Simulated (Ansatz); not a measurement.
We consider rock-salt PbSe, described by G0W0@r²SCAN in Ansatz (hard PAW, contour deformation).

The cell has the measured lattice parameters. Conventional cell: a = 6.1240 Å, b = 6.1240 Å, c = 6.1240 Å, α = 90.00°, β = 90.00°, γ = 90.00°.

The quasiparticle gap at Γ at a fixed k mesh 4×4×4:

| response cutoff | value (eV) |
|---|---|
| 150 eV, 440 empty bands | 7.185 |
| 200 eV, 677 empty bands | 7.199 |
| 250 eV, 947 empty bands | 7.207 |
| 300 eV, 1245 empty bands | 7.213 |

Question: Taking the value to converge with the response cutoff E as E^(−3/2), extrapolate from the last two rows.

Answer: With y = y∞ + c/w and weights w = 3953 and 5196 for the last two rows, y∞ = (w2 y2 − w1 y1)/(w2 − w1) = (5196 × 7.213 − 3953 × 7.207)/1243 = 7.232 eV, which lies 0.019 beyond the last row. Successive pairs of rows give 7.225, 7.227, 7.232. The limit also hangs on the law assumed, so its last digits aren't firm.

The other settings are not extrapolated, so this is the limit in one setting alone.

At the last cutoff the smallest gap on this mesh is 0.69 eV, with an edge away from Γ.

Spin–orbit coupling is not included; with these elements it can move the gap by several tenths of an eV or more.

Note: filled d or f shells below the valence bands can shift G0W0 gaps through exchange with them, which wasn't tested here.

Ansatz is a first-principles code.
